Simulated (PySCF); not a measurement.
# Gas-phase XPS of disulfur monoxide, computed

Disulfur monoxide, S2O.
Cartesian coordinates in Å at the GFN2-xTB level; atoms count from 1:
```xyz
3
S2O angstrom
O     -1.3147    0.3296   -0.0030
S     -0.1935   -0.5871   -0.0107
S      1.5197    0.2550    0.0011
```

Method used: delta-SCF UKS SCAN, pcX-2 on the ionised atom, pcseg-1 elsewhere, spin-free X2C in PySCF. These are vertical core ionisation energies against the vacuum level, from separate self-consistent calculations with and without the core hole.

List the computed XPS lines with their assignment.

| atom(s) | bonded to | level | binding energy (eV) | above the level's lowest (eV) | count |
| --- | --- | --- | --- | --- | --- |
| O1 | S (double bond) | O 1s | 538.66 | 0.00 | 1 |
| S2 | O (double bond) and S (double bond) | S 1s | 2481.75 | +3.91 | 1 |
| S3 | S (double bond) | S 1s | 2477.84 | 0.00 | 1 |

The listed S 1s values span 3.91 eV, from S3 (bonded to S (double bond)) to S2 (bonded to O (double bond) and S (double bond)).

Give the binding energy of S 1s of S2 in hartree and in kJ/mol.

2481.75 eV = 91.2026 Eh = 239452 kJ/mol.

Not every level is listed. Isolated species at its GFN2-xTB geometry, gas phase.
